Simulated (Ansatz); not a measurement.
**BF (SMILES [B]F): levels of theory compared**

Aim: a comparison of 6 runs (UHF/STO-3G, BHLYP/STO-3G, HSE06/STO-3G, r2SCAN0/STO-3G, RPA@PBE/STO-3G, CCSDTQ/STO-3G) of BF. 

The results are computed with Ansatz 0.2.0.

35 further runs of the same task are left out: 1 that didn't finish, 34 set aside as unsound or not needed.

## Step 1: Starting point

BF has 2 atoms, charge 0, and is taken as a singlet. SMILES: `[B]F`. The F2–B1 distance was set to 1.579 Å, away from the relaxed value.

Bond lengths: B1–F2 1.579 Å.

## Step 2: A single-point energy at UHF/STO-3G (run 1)

job.yaml

```yaml
crystal:
  periodic: [false, false, false]
  atoms:
    - {symbol: B, position_ang: [0.000000, -0.000000, -0.325160]}
    - {symbol: F, position_ang: [-0.000000, 0.000000, 1.253740]}
basis:
  gaussian: {orbitals: STO-3G}
magnetization: {spin_polarized: true}
hamiltonian: {xc: hf}
accuracy: high
```

Started as:

```
$ ansatz run job.yaml --threads 1 --pin off --max-ram 3480MiB --events-out events.jsonl --progress --plain --runs-dir runs
```

Standard output:

```text
Warning: RAYON_NUM_THREADS=1 ignored (pool sized by the plan → 1); use --threads N
Functional definition: HF
  name "HF"
  exchange = exact_x
  correlation = 0
149 factors; integrals over basis functions are off by at most 3.7e-8 eV
mean field evaluation 1: about -3324.7172 eV, gradient 1.6e1 eV
mean field evaluation 2: about -3324.7555 eV, gradient 1.5e1 eV
mean field evaluation 4: about -3327.3139 eV, gradient 1.3e0 eV
mean field evaluation 8: about -3327.3492 eV, gradient 5.1e-2 eV
mean field evaluation 16: about -3327.3796 eV, gradient 1.6e-1 eV
mean field evaluation 32: about -3327.3492 eV, gradient 4.9e-7 eV
mean field evaluation 64: about -3327.3489 eV, gradient 1.6e-1 eV
mean field -3327.38065054 eV, -122.2789835279 hartree, gradient 6.6e-8 eV, S^2 0.191439; 3 other end points of the search recorded, 0 dependent functions left out
reference -3327.38065054 eV, -122.2789835279 hartree; 7, 7 occupied and 3, 3 virtual orbitals, 149 factors
Total energy: -3327.38065054 eV, -122.2789835279 hartree
```

Run time: 0.06 s. Hardware: 1 thread of Intel Xeon 6975P-C (Granite Rapids), shared host.

## Step 3: A single-point energy at BHLYP/STO-3G (run 2)

input.yaml

```yaml
crystal:
  periodic: [false, false, false]
  atoms:
    - {symbol: B, position_ang: [0.000000, -0.000000, -0.325160]}
    - {symbol: F, position_ang: [-0.000000, 0.000000, 1.253740]}
basis:
  gaussian: {orbitals: STO-3G}
accuracy: high
hamiltonian: {xc: {name: BHLYP}}
```

Started as:

```
$ ansatz run input.yaml --threads 1 --pin off --max-ram 3480MiB --events-out events.jsonl --progress --plain --runs-dir runs
```

Standard output:

```text
Warning: RAYON_NUM_THREADS=1 ignored (pool sized by the plan → 1); use --threads N
Functional definition: BHLYP
  name "BHLYP"
  parameter a = 0.5
  exchange = (1 - a)*b88_x + a*exact_x
  correlation = lyp_c
149 factors; integrals over basis functions are off by at most 3.7e-8 eV
mean field evaluation 1: about -3339.0782 eV, gradient 1.8e1 eV
mean field evaluation 2: about -3334.4018 eV, gradient 5.0e1 eV
mean field evaluation 4: about -3340.6035 eV, gradient 5.5e-1 eV
mean field evaluation 8: about -3340.5987 eV, gradient 4.0e-2 eV
mean field evaluation 16: about -3340.5987 eV, gradient 4.4e-8 eV
mean field -3340.59868921 eV, -122.7647374893 hartree, gradient 4.4e-8 eV, S^2 0.000000; 0 other end points of the search recorded, 0 dependent functions left out
reference -3340.59870173 eV, -122.7647379493 hartree; 7, 7 occupied and 3, 3 virtual orbitals, 149 factors
Total energy: -3340.59870173 eV, -122.7647379493 hartree
```

Wall time 0.2 s (1 thread of Intel Xeon 6975P-C (Granite Rapids), shared host).

Runs 3 to 4 aren't shown in full; the table further down has their settings and results.

## Step 4: A single-point energy at RPA@PBE/STO-3G (run 5)

in.yaml

```yaml
crystal:
  periodic: [false, false, false]
  atoms:
    - symbol: B
      position_ang: [0.000000, -0.000000, -0.325160]
    - symbol: F
      position_ang: [-0.000000, 0.000000, 1.253740]
basis:
  gaussian: {orbitals: STO-3G}
hamiltonian: {xc: {name: PBE}}
correlation: {method: rpa, frozen_orbitals: {B: 1, F: 1}}
accuracy: high
```

Started as:

```
$ ansatz run in.yaml --threads 1 --pin off --max-ram 3480MiB --events-out events.jsonl --progress --plain --runs-dir runs
```

Standard output:

```text
Warning: RAYON_NUM_THREADS=1 ignored (pool sized by the plan → 1); use --threads N
Functional definition: PBE
  name "PBE"
  parameter kappa = 0.804
  parameter beta = 0.06672455060314922
  exchange = pbe_x(kappa = kappa, mu = beta*pi^2/3)
  correlation = pbe_c(beta = beta)
149 factors; integrals over basis functions are off by at most 3.7e-8 eV
mean field evaluation 1: about -3338.1996 eV, gradient 5.3e0 eV
mean field evaluation 2: about -3338.1543 eV, gradient 5.4e0 eV
mean field evaluation 4: about -3338.1972 eV, gradient 6.8e0 eV
mean field evaluation 8: about -3338.3378 eV, gradient 1.1e-2 eV
mean field evaluation 16: about -3338.3378 eV, gradient 7.6e-9 eV
mean field -3338.33780270 eV, -122.6816514424 hartree, gradient 7.8e-9 eV, S^2 0.000000; 0 other end points of the search recorded, 0 dependent functions left out
2 core orbitals not correlated: weight in the atoms' cores, before any rotation towards them, 1.000 or more for the frozen orbitals, at most 0.000 for the correlated occupied ones
reference -3326.46738151 eV, -122.2454215098 hartree; 5, 5 occupied and 3, 3 virtual orbitals, 149 factors
Total energy: -3331.58654662 eV, -122.4335473580 hartree
```

Wall time 0.26 s (1 thread of Intel Xeon 6975P-C (Granite Rapids), shared host).

## Step 5: The energy at CCSDTQ/STO-3G (run 6)

molecule.yaml

```yaml
crystal:
  periodic: [false, false, false]
  atoms:
    - {symbol: B, position_ang: [0.000000, -0.000000, -0.325160]}
    - {symbol: F, position_ang: [-0.000000, 0.000000, 1.253740]}
basis:
  gaussian:
    orbitals: STO-3G
correlation:
  method: ccsdtq
  frozen_orbitals: {B: 1, F: 1}
accuracy: high
scf:
  omitted_lower_state_checks: [cluster_reference, increment]
```

Started as:

```
$ ansatz run molecule.yaml --threads 1 --pin off --max-ram 3480MiB --events-out events.jsonl --progress --plain --runs-dir runs
```

Standard output, cut to the lines that bear on the results:

```text
Warning: RAYON_NUM_THREADS=1 ignored (pool sized by the plan → 1); use --threads N
[... 2 set-up lines as earlier in the session ...]
[...]
149 factors; integrals over basis functions are off by at most 3.7e-8 eV
[...]
mean field -3327.34921919 eV, -122.2778284470 hartree, gradient 1.2e-8 eV, S^2 0.000000; 0 other end points of the search recorded, 0 dependent functions left out; unrestricted orbitals would lower it
2 core orbitals not correlated: weight in the atoms' cores, before any rotation towards them, 1.000 or more for the frozen orbitals, at most 0.000 for the correlated occupied ones
reference -3327.34921919 eV, -122.2778284470 hartree; 5, 5 occupied and 3, 3 virtual orbitals, 149 factors
second order -1.80355389 eV of doubles, -0.00000000 eV of singles
cycle   1  -1.93800404 eV  change   -1.3e-1 eV  update   1.5e-1
[...]
cycle  29  -2.77434773 eV  change   3.0e-11 eV  update  7.5e-10
Total energy: -3330.12356692 eV, -122.3797838456 hartree
Checks for a lower state left out: cluster_reference, increment
```

Wall time 1.6 s (1 thread of Intel Xeon 6975P-C (Granite Rapids), shared host); peak memory 0.15 GiB.

## Step 6: The series

| run | level | frozen core orbitals | energy (Eh) | wall time |
| --- | --- | --- | --- | --- |
| 1 | UHF/STO-3G | – | -122.278984 | 0.06 s |
| 2 | BHLYP/STO-3G | – | -122.764738 | 0.2 s |
| 3 | HSE06/STO-3G | – | -122.686322 | 0.3 s |
| 4 | r2SCAN0/STO-3G | – | -122.754829 | 0.48 s |
| 5 | RPA@PBE/STO-3G | 2 | -122.433547 | 0.26 s |
| 6 | CCSDTQ/STO-3G | 2 | -122.379784 | 1.6 s |

## Step 7: Outcome

| quantity | value |
| --- | --- |
| run 6: total energy | -122.37978 Eh |
| run 6: correlation energy (2 core orbitals frozen) | -102.0 mEh |
| run 6: T1 diagnostic | 0.037 |

In words: Totals of different functionals can't be ranked against each other. In run 6 the log says that unrestricted orbitals would lower the reference, so the values rest on an unstable closed-shell determinant (other closed-shell runs at this shape may share the fault). In runs 1, 2, 3, 4, 5, 6 the basis is minimal, so the values are rough. Spin contamination of the reference: run 1 ⟨S²⟩ = 0.19. All runs together took 2.9 s, the longest 1.6 s.
